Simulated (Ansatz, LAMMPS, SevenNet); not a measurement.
hcp Ti, lattice constant a

Reference value: 2.950 Å (measured, 293 K, no zero-point or thermal correction; as tabulated in Wikipedia's data pages).

| level (code) | value (Å) | difference (%) |
|---|---|---|
| COMB comb3 (LAMMPS) | 2.929 | -0.71 |
| SevenNet-l3i5 | 2.946 | -0.14 |
| LDA (Ansatz) | 2.864 | -2.92 |
| PBE (Ansatz) | 2.939 | -0.37 |
| PBE-D3(BJ) (Ansatz) | 2.887 | -2.14 |
| rVV10 (Ansatz) | 2.938 | -0.41 |
| r²SCAN-D4 (Ansatz) | 2.931 | -0.64 |
| r²SCAN+rVV10 (Ansatz) | 2.928 | -0.75 |
| PBE0 (Ansatz) | 2.921 | -0.98 |
| r²SCAN0 (Ansatz) | 2.920 | -1.02 |
| r²SCANh (Ansatz) | 2.925 | -0.85 |
| Hartree–Fock (Ansatz) | 2.981 | +1.05 |

The reference is not for a static lattice or low temperature, so close values are not ranked against it. Off by more than 1.25 %, or 1.75 % on the side where a correction would as a rule narrow the miss (bounds picked here): LDA (-2.92 %), PBE-D3(BJ) (-2.14 %).

The reference isn't brought to a static lattice, while the calculations are for one, so the differences are not the levels' errors alone. The crystal itself was run without spin with LDA, PBE, PBE-D3(BJ), rVV10, r²SCAN-D4, r²SCAN+rVV10, PBE0, r²SCAN0, r²SCANh, Hartree–Fock; a magnetic state was not tried in these runs. Cutoffs and k meshes differ between the levels. Ansatz's density-functional and Hartree–Fock values are scalar-relativistic unless marked +SOC, with PAW data made under PBE.

Empirical potentials (COMB comb3) are fitted to chosen data: where that held the value shown, agreement is built in, and what lay outside the fit can be far off. Machine-learned potentials (SevenNet-l3i5) are trained on DFT data: a solid inside that data is no test of them.

Differences are worked out from the printed values.

Ansatz is a program for electronic structure.
